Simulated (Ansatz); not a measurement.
Reaction: CH2Cl2 (SMILES ClCCl) → CH2Cl (SMILES [CH2]Cl, doublet) + Cl (doublet) (the C-Cl bond breaks)
Each species at its own B3LYP-D3(BJ)/def2-TZVP minimum (Ansatz, a quantum-chemistry and plane-wave program).

Total energies in hartree (Ansatz). Radicals and triplets start from unrestricted determinants; spin-orbit coupling is neglected. Cores are frozen in correlated methods. No relativity.

```csv
species,HF/cc-pV(T+d)Z,CCSD(T)/cc-pV(T+d)Z,HF/cc-pV(Q+d)Z,CCSD(T)/cc-pV(Q+d)Z,CCSD(T)/cc-pV(D+d)Z,CCSDT(Q)/cc-pV(D+d)Z
1: CH2Cl2 (SMILES ClCCl),-958.07944,-958.69896,-958.08943,-958.75841,-958.50586,-958.50755
"2: CH2Cl (SMILES [CH2]Cl, doublet)",-498.51663,-498.90011,-498.52303,-498.93482,-498.78429,-498.78553
3: Cl (doublet),-459.48556,-459.67356,-459.48916,-459.69449,-459.60403,-459.60445
```

Task: Work out the bond dissociation energy (electronic) in kcal/mol: take Hartree-Fock from cc-pV(Q+d)Z, extrapolate the CCSD(T) correlation energy as X^-3 (X = 3, 4), and add CCSDT(Q) - CCSD(T) in cc-pV(D+d)Z. 1 hartree = 627.51 kcal/mol.

Result: 
Species 1: correlation (64·(-0.66898) - 27·(-0.61952))/37 = -0.70507; step -0.00169; E1 = -958.08943 + (-0.70507) + (-0.00169) = -958.79619
Species 2: correlation (64·(-0.41179) - 27·(-0.38348))/37 = -0.43245; step -0.00124; E2 = -498.52303 + (-0.43245) + (-0.00124) = -498.95672
Species 3: correlation (64·(-0.20533) - 27·(-0.18800))/37 = -0.21798; step -0.00042; E3 = -459.48916 + (-0.21798) + (-0.00042) = -459.70756
-1·E1 +1·E2 +1·E3 = 0.13191 hartree = 82.8 kcal/mol.
